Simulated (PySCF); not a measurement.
Reproducing measurements on NP

**Measured values to compare with.**

NIST CCCBDB Release 22 (SRD 101), experimental dipoles lists, for the gas: dipole moment (microwave Stark effect, equilibrium value μe) 2.751 ± 0.0008 D.

Liu, Meijer, Perez-Rios, Phys. Chem. Chem. Phys. 22 (2020) 24191 lists, for the gas: dipole moment 2.7514 D.

The results are set against them at the end.

NP.
Numbering: `[N:1]#[P:2]`

Geometry (PBE/def2-TZVP, Å), atoms numbered from 1 in this order:
```
atom  x, y, z in Å
N1     0.7512   -0.0099    0.0045
P2    -0.7487   -0.0021   -0.0048
```

The PySCF runs (gas phase, on this PBE/def2-TZVP geometry; no spin–orbit coupling):

| level | job | basis functions | wall time |
| --- | --- | --- | --- |
| PBE/def2-TZVP, grid level 1 | geometry optimisation from a GFN2-xTB start | 68 | 4.8 s |

Hardware: an Arm Neoverse N1 with one thread (shared host).

**Comparison with experiment**

**Dipole moment.** Measured: 2.751 D (NIST CCCBDB Release 22 (SRD 101), experimental dipoles) and 2.7514 D (Liu, Meijer, Perez-Rios, Phys. Chem. Chem. Phys. 22 (2020) 24191). Differences are taken against the first.

```csv
level,computed (D),computed − measured (D),% (from the printed values)
PBE/def2-TZVP,2.664,-0.087,-3
```

The computed dipoles belong to one fixed geometry; measured ones are averaged over vibrations unless marked μe. Magnitudes are compared, not signs.

No measured geometry was used, and the causes of the misses weren't examined.
